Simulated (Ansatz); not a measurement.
Born–Oppenheimer molecular dynamics of C3H4S (8 atoms, charge 0, multiplicity 1). It starts from a relaxed structure.

Theory: RKS r2SCAN/STO-3G in Ansatz.

- ensemble: NVE (velocity Verlet)
- time step: 0.5 fs
- steps asked: 150
- starting velocities drawn for: 1000 K
- seed: 538827

First frame:

```xyz
8
Properties=species:S:1:pos:R:3
C 2.092 -0.361 0.839
C 0.934 -0.646 0.638
S -0.694 -1.125 0.399
C -1.244 0.327 -0.586
H 3.123 -0.101 1.015
H -1.144 1.260 -0.011
H -0.671 0.417 -1.520
H -2.304 0.172 -0.831
```

(1) How far do the bonds stretch over the last three quarters of this one trajectory? (Pairs bonded in most of those frames.)

Answers

(1) 
| bond | mean (Å) | spread (Å) | shortest | longest |
| --- | --- | --- | --- | --- |
| C1–C2 | 1.211 | 0.015 | 1.18 | 1.24 |
| C1–H5 | 1.080 | 0.040 | 1.02 | 1.14 |
| C2–S3 | 1.715 | 0.011 | 1.69 | 1.73 |
| S3–C4 | 1.857 | 0.029 | 1.80 | 1.89 |
| C4–H6 | 1.112 | 0.057 | 1.02 | 1.21 |
| C4–H7 | 1.101 | 0.009 | 1.08 | 1.12 |
| C4–H8 | 1.103 | 0.031 | 1.04 | 1.16 |

Mean temperature of the second half: 472 K. The conserved energy stayed within 0.88 meV per atom of its start (net change 0.56 meV per atom), so the integration is sound. The temperature averaged 0.47 of the 1000 K drawn at the start: a run that starts near a minimum puts about half its kinetic energy into the potential. A run of 0.075 ps of so small a system gives no equilibrium averages. Limits of this set-up: minimal basis.

Time of the run: 3.5 min on 1 thread of Arm Neoverse V1, with other jobs on the host, peak memory 0.08 GiB.
